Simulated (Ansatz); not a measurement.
Ansatz (an electronic-structure program) input (B3LYP/3-21G): The .json file is the Basis Set Exchange's 3-21G.

Ansatz 0.2 input:
```yaml
crystal:
  periodic: [false, false, false]
  atoms:
    - {symbol: C, position_ang: [-0.30533261, -1.70728978, 0.02202826]}
    - {symbol: C, position_ang: [0.49586612, -0.60667486, -0.00020802]}
    - {symbol: C, position_ang: [-0.03560035, 0.72219420, -0.00712747]}
    - {symbol: H, position_ang: [0.36628103, -2.59455723, 0.02243663]}
    - {symbol: H, position_ang: [1.59772456, -0.59297275, -0.01500254]}
    - {symbol: N, position_ang: [-0.41337207, 1.81973609, -0.01365582]}
basis:
  gaussian:
    orbitals: 3-21G.json
hamiltonian:
  xc: {name: B3LYP}
total_charge: -1
output: {forces: true}
```

From the last part of the output:

```
WARN ansatz: RAYON_NUM_THREADS=1 ignored (pool sized by the plan → 1); use --threads N
Functional definition: B3LYP
integrals: 0.01 GiB planned
562 factors; integrals over basis functions are off by at most 1.0e-3 eV
mean field: 0.10 GiB planned
mean field evaluation 1: about -4602.0160 eV, gradient 3.6e1 eV
mean field evaluation 2: about -4595.0506 eV, gradient 6.6e1 eV
mean field evaluation 4: about -4605.0576 eV, gradient 6.0e0 eV
mean field evaluation 8: about -4605.1265 eV, gradient 2.5e-1 eV
mean field evaluation 16: about -4605.1267 eV, gradient 2.7e-5 eV
mean field -4605.12668349 eV, -169.2352841514 hartree, gradient 2.7e-5 eV, S^2 0.000000; 0 other end points of the search recorded, 0 dependent functions left out
the calculation of the forces begins
reference -4605.12681228 eV, -169.2352888843 hartree; 14, 14 occupied and 26, 26 virtual orbitals, 562 factors
Total energy: -4605.12681228 eV, -169.2352888843 hartree
Atom 0 at    -0.305333    -1.707290     0.022028 Å, force    -0.825272    -0.105980     0.012088 eV/Å
Atom 1 at     0.495866    -0.606675    -0.000208 Å, force     0.230494     0.388162    -0.007150 eV/Å
Atom 2 at    -0.035600     0.722194    -0.007127 Å, force     0.706198    -1.429618     0.005657 eV/Å
Atom 3 at     0.366281    -2.594557     0.022437 Å, force     0.311255    -0.434521     0.000435 eV/Å
Atom 4 at     1.597725    -0.592973    -0.015003 Å, force     0.220575     0.103233    -0.004019 eV/Å
Atom 5 at    -0.413372     1.819736    -0.013656 Å, force    -0.643249     1.478725    -0.007010 eV/Å
Dipole moment:     0.526889     0.242794    -0.009561 e Å
```

The dipole moment of an ion depends on the origin.
